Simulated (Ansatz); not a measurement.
Compare A (`OCC#CF`) with its isomer B (`OC1(F)C=C1`).

Isolated molecules relaxed with PBE0-D4/def2-TZVP in Ansatz; ΔE leaves out vibrations. CBS: MP2 limit from def2 TZ/QZ plus the TZ coupled-cluster correction, frozen cores. Functionals use def2-TZVPP. B3LYP here is the variant with VWN-RPA as its local correlation; programs differ in this. One conformer a species, not always the lowest.

Question: Which isomer does CCSD(T)/CBS put lower? Give the gap. (Best estimate.)

Answer: Ansatz gave: B, by 47.3 kJ/mol.

Question: Give E(B) − E(A) in kJ/mol with B3LYP-D4, ωB97M-V, CCSD(T)/def2-TZVPP, PBE0-D4, LDA (SPW92), r2SCAN-D4, CCSD/def2-TZVPP. (Best estimate.)

Answer: Ansatz gave: B3LYP-D4 -41.5, ωB97M-V -54.4, CCSD(T)/def2-TZVPP -42.8, PBE0-D4 -60.4, LDA (SPW92) -69.1, r2SCAN-D4 -60.6, CCSD/def2-TZVPP -41.8. None reverses the order clearly.

Question: Does the order hold for the free energy at 298.15 K (harmonic terms from PBE0-D4)? (Estimate.)

Answer: The calculation gave: Yes: G(B) − G(A) = -48.1 kJ/mol, for one conformer each.

Largest T1 diagnostic: 0.012.

From r2SCAN to r2SCAN0 (25 % exact exchange), in def2-TZVPP and without D4, E(B) − E(A) moves by −3.1 kJ/mol. Leaving LDA and LC-ωPBE aside and taking each functional with its dispersion term where it has one, the values, not all of them listed here, spread over 28.5 kJ/mol, from r2SCAN0-D4 to BLYP-D4. LDA lies −15.4 kJ/mol from PBE without D4.
